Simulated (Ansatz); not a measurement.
Results of PBEsol (plane waves, PAW; Ansatz, a program for electronic structure) for litharge PbO.

Numerical settings: plane-wave cutoff 520 eV, 8×8×8 k mesh, Fermi–Dirac smearing 0.01 eV, scalar-relativistic PAW data made under PBE.

Cell (relaxed at this level):

```cif
data_O2Pb2
_chemical_formula_sum 'Pb2 O2'
_space_group_name_H-M_alt 'P 1'
_space_group_IT_number 1
_cell_length_a 3.98714
_cell_length_b 3.98714
_cell_length_c 5.08680
_cell_angle_alpha 90.000
_cell_angle_beta 90.000
_cell_angle_gamma 90.000
loop_
_space_group_symop_operation_xyz
  'x, y, z'
loop_
_atom_site_label
_atom_site_type_symbol
_atom_site_fract_x
_atom_site_fract_y
_atom_site_fract_z
_atom_site_occupancy
Pb1 Pb 0.50000 0.00000 0.76708 1
Pb2 Pb 0.00000 0.50000 0.23292 1
O1 O 0.50000 0.50000 0.00000 1
O2 O 0.00000 0.00000 0.00000 1
```

Task: Give the computed bulk modulus, band gap, smallest direct gap on the k points sampled and direct gap at Γ.

Result: 
- bulk modulus: 17.0 GPa
- band gap: 1.24 eV
- smallest direct gap on the k points sampled: 2.21 eV
- direct gap at Γ: 2.25 eV

Measured, for comparison: bulk modulus 23.1 GPa (temperature not stated, not corrected to a static lattice; as tabulated in Canepa et al. (2012), arXiv:1204.2842). Computed (rounded) less measured: bulk modulus -26 % (against room or unstated temperature, where such soft solids are markedly softer).

Note: the cell comes from a level without a dispersion term, which matters for the spacing of layers, chains or molecules; the bulk modulus comes from volumes at which shape and atoms were relaxed; the cell has widely spaced layers and the level no dispersion term, so their spacing and the moduli can rest on weak binding.

Spin–orbit coupling is not included; with these elements it can move the gap by several tenths of an eV or more.

It cost roughly 5 core-minutes of CPU time.
